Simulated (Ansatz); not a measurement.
This geometry of AlClH4O (7 atoms, charge 0, multiplicity 1) is a first-order saddle point.

Method: RKS PBE0-D4/def2-SVP (Ansatz 0.2.0).

```xyz
7
Properties=species:S:1:pos:R:3
Al 0.104 -0.266 -0.080
H 0.201 -0.045 1.675
Cl 1.835 0.488 -1.008
H -1.330 0.040 -0.658
O 0.331 -1.959 0.636
H -0.337 -2.655 0.614
H 0.238 -1.081 1.521
```

Problem. Which two structures does it join? (They come from a converged band through this point; their orientation in space is the band's.)

Solution. Bonds broken: Al1–H2, O5–H7. Bonds formed: H2–H7. AlClH4O becomes AlClH2O + H2.

First end point:

```xyz
7
Properties=species:S:1:pos:R:3
Al 0.053 0.037 0.113
H 0.040 0.710 1.557
Cl 1.823 0.369 -1.034
H -1.280 -0.210 -0.724
O 0.289 -1.859 0.716
H -0.372 -2.501 0.427
H 0.491 -2.024 1.646
```

Last end point:

```xyz
7
Properties=species:S:1:pos:R:3
Al 0.072 -0.621 -0.268
H 0.358 0.278 1.853
Cl 1.782 0.483 -0.796
H -1.354 0.019 -0.454
O 0.326 -2.254 0.132
H -0.348 -2.927 0.228
H 0.207 -0.457 2.006
```

Problem. How far does it lie above each of them?

Solution. 16.7 kcal/mol above the first and 18.4 kcal/mol above the second. This is the barrier of this one path; another mechanism may lie lower. The orbitals stay closed-shell, which can raise the energy where a bond breaks towards radicals; this wasn't checked here.

The run took 2.2 min on 1 thread of Arm Neoverse V1, with other jobs on the host, peak memory 0.13 GiB.
